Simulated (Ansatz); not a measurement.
The input, for Ansatz 0.2.0:

```yaml
crystal:
  periodic: [false, false, false]
  atoms:
    - {symbol: P, position_ang: [0.000000, 0.000000, 0.000000]}
    - {symbol: H, position_ang: [0.895155, 0.898604, 0.896628]}
    - {symbol: H, position_ang: [-0.899376, -0.894051, 0.896955]}
    - {symbol: H, position_ang: [-0.894212, 0.894983, -0.901178]}
    - {symbol: H, position_ang: [0.898433, -0.899536, -0.892404]}
basis:
  gaussian: {orbitals: 6-31G}
total_charge: 1
correlation: {method: fci, electrons: outside_noble_gas}
```

```sh
$ ansatz run in.yaml --threads 1 --pin off --events-out ev --progress --plain --max-ram 2393MiB
```

Log:

```
449 factors; integrals over basis functions are off by at most 3.5e-8 eV
mean field evaluation 1: about -9323.9362 eV, gradient 9.2e0 eV
mean field evaluation 2: about -9323.9356 eV, gradient 9.2e0 eV
mean field evaluation 4: about -9324.3001 eV, gradient 5.1e-1 eV
mean field evaluation 8: about -9324.3017 eV, gradient 2.0e-6 eV
mean field -9324.30168286 eV, -342.6617666063 hartree, gradient 2.6e-6 eV, S^2 0.000000; 0 other end points of the search recorded, 0 dependent functions left out
5 core orbitals not correlated: weight in the atoms' cores, before any rotation towards them, 1.000 or more for the frozen orbitals, at most 0.000 for the correlated occupied ones
reference -9324.30168286 eV, -342.6617666063 hartree; 4, 4 occupied and 12, 12 virtual orbitals, 449 factors
state -9327.19519641 eV, -342.7681012680 hartree
Total energy: -9327.19519641 eV, -342.7681012680 hartree
```

Ran on 1 thread of Arm Neoverse V2, shared host: 2.6 s wall, 0.14 GiB peak host memory.
